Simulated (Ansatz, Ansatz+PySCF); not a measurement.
Two shapes of doublet C2H2F.

Shape 1:

```xyz
5

F     1.1824    0.1289    0.0001
C    -0.0074   -0.4294   -0.0002
C    -1.2001    0.1194    0.0000
H    -2.0842   -0.5016    0.0006
H    -1.3119    1.2016   -0.0001
```

Shape 2:

```xyz
5

F     0.0000   -0.0998   -1.8633
C     0.0000    0.4994   -0.6936
C     0.0000   -0.0076    0.5174
H     0.0000    0.6437    1.3795
H     0.0000   -1.0357    0.6599
```

Basis set: cc-pVTZ (spherical functions). Left uncorrelated: 3 orbitals. Correlation on ROHF uses semicanonical orbitals with singles. Charge 0, multiplicity 2.

Computed with Ansatz (development build ahead of 0.2.0); each method stands on the lowest determinant of its kind that the runs found.

Which shape is lower in energy, and by how much in each method?

```tsv
method	E(2) − E(1) (eV)
ROHF	0.023
UHF	0.025
ROHF-MP2	0.037
UHF-MP2	0.035
ROHF-CCSD(T)	0.043
```

Shape 1 is lower. Caution for UHF, UHF-MP2: the unrestricted determinant is spin contaminated. Caution for ROHF-MP2, UHF-MP2: forces differ strongly between restricted and unrestricted references.
